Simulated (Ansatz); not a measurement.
Basis-set series for CH₃ClMg (`[CH3][Mg][Cl]`). Total charge 0; spin multiplicity 1. The geometry is a stationary point of PBE0-D4/def2-TZVP.

| functional | basis | functions | energy (Eh) | HOMO (eV) | LUMO (eV) |
| --- | --- | --- | --- | --- | --- |
| PBE0-D4 | def2-SVP | 65 | -699.70935 | -7.59 | -0.95 |
| PBE0-D4 | def2-TZVPP | 147 | -699.98284 | -7.59 | -1.06 |
| ωB97M-V | def2-SVP | 65 | -699.95523 | -9.81 | 0.29 |
| ωB97M-V | def2-TZVPP | 147 | -700.22888 | -9.83 | 0.18 |

(1) Give the rows for def2-QZVPP. (Estimate.)

## Answers

(1) Ansatz gave: 
```json
{"functional": "PBE0-D4", "basis": "def2-QZVPP", "functions": "280", "energy (Eh)": "-700.00847", "HOMO (eV)": "-7.59", "LUMO (eV)": "-1.10"}
{"functional": "ωB97M-V", "basis": "def2-QZVPP", "functions": "280", "energy (Eh)": "-700.25332", "HOMO (eV)": "-9.83", "LUMO (eV)": "-0.02"}
```

Positive LUMOs are unbound and depend on the basis.
